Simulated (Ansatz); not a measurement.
# CFSi: the cost of one run

Method: the levels named in each step, in Ansatz 0.2.0.

## Step 1: The system as given

Bond lengths: F1–C2 1.340 Å, C2–Si3 1.726 Å. Angles: F1–C2–Si3 180.0°.

As a file:

```xyz
3

F     0.0000    0.0000   -1.4684
C     0.0000    0.0000   -0.1288
Si    0.0000    0.0000    1.5973
```

## Step 2: A rough first relaxation, PBE-D4/def2-SVP

This run stands in another session on the same molecule. It ended at:

```xyz
3

F     0.0000    0.0000   -1.4329
C     0.0000    0.0000   -0.1437
Si    0.0000    0.0000    1.5766
```

## Step 3: Relaxation, HF/STO-3G

Input file input.yaml:

```yaml
crystal:
  periodic: [false, false, false]
  atoms:
    - { symbol: F, position_ang: [0.0, 0.0, -1.43292947] }
    - { symbol: C, position_ang: [0.0, 0.0, -0.14369813] }
    - { symbol: Si, position_ang: [0.0, 0.0, 1.57662761] }
magnetization:
  spin_polarized: true
  initial_magnetization: 1
basis:
  gaussian: { orbitals: STO-3G }
hamiltonian:
  xc: hf
relax:
  f_tol: 0.002
  max_steps: 150
```

Command:

```bash
$ ansatz run input.yaml --threads 2 --pin off --max-ram 5120MiB --backend cpu --events-out ev --progress --plain --runs-dir out
```

**Question.** How long does this run take on 2 threads of Intel Xeon Platinum 8488C (Sapphire Rapids), shared host, and how much memory does it need?

About 1 s, with a peak of 0.1 GiB.
